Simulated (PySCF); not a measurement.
# Sulfur: a sound run and one with changed settings

Sound run: S [Ne] 3s2 3p4, S⁺ [Ne] 3s2 3p3. Calculation: PySCF 2.14, in cc-pV(T+d)Z; no relativity, point nucleus. In the sound run the correlated levels freeze [Ne]. The sound run starts from symmetry-adapted Hartree-Fock orbitals and uses a fine grid where one is needed.

Changed run: the spin-free X2C one-electron Hamiltonian (Gaussian nucleus). This setting is unsound on purpose.

```csv
species,method,sound run (hartree),changed run (hartree),converged
S,UHF,-397.50938,-398.46934,yes
S,MN15,-397.99840,-398.95609,yes
S,BP86,-398.15597,-399.11474,yes
S,MP2,-397.62617,-398.58620,yes
S,CCSD(T),-397.65444,-398.61441,yes
S⁺,UHF,-397.17001,-398.13050,yes
S⁺,MN15,-397.61768,-398.57589,yes
S⁺,BP86,-397.76640,-398.72568,yes
S⁺,MP2,-397.26014,-398.22063,yes
S⁺,CCSD(T),-397.28341,-398.24382,yes
```

Ionisation energy of S:

```tsv
method	sound run (eV)	changed run (eV)
UHF	9.235	9.220
MN15	10.360	10.346
BP86	10.601	10.587
MP2	9.960	9.948
SCS-MP2	10.038	10.026
CCSD	10.065	10.052
CCSD(T)	10.096	10.084
```

Most of the change in total energy is the relativistic energy itself. On top of that the contraction fixes the core shape for the Hamiltonian it was made with, so the changed run is not a good calculation with the other Hamiltonian either.

For comparison, NIST gives 10.360 eV between the lowest levels.
